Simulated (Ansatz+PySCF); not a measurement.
**doublet HCl(+): levels of theory in one basis**

```json
{"atom": "Cl", "x (Å)": "0.0000", "y (Å)": "0.0000", "z (Å)": "-0.6875"}
{"atom": "H", "x (Å)": "0.0000", "y (Å)": "0.0000", "z (Å)": "0.6875"}
```

Basis set: cc-pVTZ on H; cc-pV(T+d)Z on Cl (spherical functions). Correlated methods keep 5 orbitals frozen. Correlation on ROHF uses semicanonical orbitals with singles. Charge 1, multiplicity 2.

Computed with Ansatz (development build ahead of 0.2.0) and PySCF 2.14.0; each method stands on the lowest determinant of its kind that the runs found.

```
  method  E − E(ROHF) (eV)  <S²> of the determinant
    ROHF              0.00                     0.75
     UHF             -0.17                     0.76
ROHF-MP2             -4.59                        –
 UHF-MP2             -4.57                     0.76
```

**Question.** What does ROHF-CCSD(T) give on the same scale?

**Answer.** -5.44 eV.
